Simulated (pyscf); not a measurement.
Routes from `[SiH3][I]` + `[OH2]`

Candidate steps break at most two bonds and form at most two. Each was searched with GFN2-xTB (tblite) first. Structures and frequencies: ωB97X-D3(BJ)/def2-SVP in PySCF. Energies: ωB97M-D3(BJ)/def2-TZVP, kJ/mol, from the separated reactants, singlet surface; ΔG‡ with ideal gas, 1 atm, RRHO with modes under 100 cm⁻¹ raised to 100, one conformer, R ln 2 for chiral ones without a mode under 150 cm⁻¹.

```tsv
products	type	ΔE‡	ΔE	ΔG‡ 298 K	ΔG‡ 900 K	ν‡ (cm⁻¹)
HI + HO–SiH₃	four-centre exchange	62.1	-8.0	106.8	188.9	44i
HO–SiH₂–I + H₂	four-centre exchange	130.0	-78.4	164.1	246.6	1383i
```

Plain bond fissions and candidates not yet searched are not listed, and one of them may be faster. Each barrier is that of the saddle found; lower ones may exist. Elements past Kr carry the def2 core potentials, without spin-orbit coupling.
